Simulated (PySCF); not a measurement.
# MgAl⁻: frontier orbitals

M06-2X at R = 2.756 Å; Mg aug-cc-pVDZ-DK, Al aug-cc-pVDZ-DK; spin-free X2C with a Gaussian nucleus (PySCF 2.14). State: ³Σ⁻ (triplet), unpaired electrons π ↑↑. Only the outer orbitals are listed, counted within each symmetry.

```csv
spin,orbital,occ.,ε (eV),on Mg (%),main shells (%)
α,2π,1,-50.38,100,100 Mg p
α,2π,1,-50.38,100,100 Mg p
α,6σ,1,-50.37,100,100 Mg p
α,7σ,1,-5.94,30,"71 Al s, 22 Mg s"
α,8σ,1,-2.07,74,"71 Mg s, 14 Al p, 12 Al s"
α,3π,1,-0.06,24,"75 Al p, 22 Mg p"
α,3π,1,-0.06,24,"75 Al p, 22 Mg p"
α,9σ,0,2.08,95,"64 Mg p, 30 Mg s"
β,6σ,1,-50.38,100,100 Mg p
β,2π,1,-50.35,100,100 Mg p
β,2π,1,-50.35,100,100 Mg p
β,7σ,1,-4.83,27,"74 Al s, 21 Mg s"
β,8σ,1,-1.71,80,"81 Mg s, 14 Al s"
β,9σ,0,1.65,65,"55 Mg s, 19 Mg p, 13 Al d"
β,3π,0,1.84,21,"77 Al p, 20 Mg p"
β,3π,0,1.84,21,"77 Al p, 20 Mg p"
```

**Question.** Which are the highest filled and the lowest empty level, where do they sit, and how wide is the gap?

**Answer.** Highest filled α 3π at -0.06 eV (in %: 75 Al p, 22 Mg p); lowest empty β 9σ at 1.65 eV (in %: 55 Mg s, 19 Mg p, 13 Al d); the gap at M06-2X is 1.71 eV. An empty level above zero is unbound, and its energy depends on the basis.

The bond order (Mayer) is 1.09. The ⟨S²⟩ is 2.011. The charge on Mg (Mulliken, basis-dependent) is -0.61. The charge on Mg (Löwdin, basis-dependent) is -0.35 and the dipole moment (positive dipole points towards Al; it is taken about the centre of mass and depends on that origin) is -1.22 D.

The state is the lowest determinant that a PBE0 search found; another state may lie lower at other levels.
